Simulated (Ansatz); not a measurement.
Zinc-blende MgTe (metastable phase), treated with PBEsol (PAW; Ansatz, an electronic-structure program).

Run with plane-wave cutoff 520 eV, 10×10×10 k mesh, Fermi–Dirac smearing 0.01 eV, scalar-relativistic PAW data made under PBE.

The cell is scaled about its equilibrium volume:

| V (Å³/atom) | P (GPa) | direct gap at Γ (eV) |
|---|---|---|
| 31.362 | 2.55 | 2.623 |
| 32.030 | 1.61 | 2.528 |
| 32.697 | 0.76 | 2.436 |
| 33.364 | 0.00 | 2.348 |
| 34.031 | -0.69 | 2.263 |
| 34.699 | -1.31 | 2.182 |
| 35.366 | -1.87 | 2.103 |

A straight line through the gaps at Γ against ln V gives a volume deformation potential dE_g(Γ)/d ln V of -4.3 eV: the gap at Γ widens under compression.

Measured, for comparison: band gap 3.67 eV (2 K, zero-point motion not removed; as tabulated in arXiv:1206.3780).

Spin–orbit coupling is not included; with these elements it can move the gap by several tenths of an eV or more.
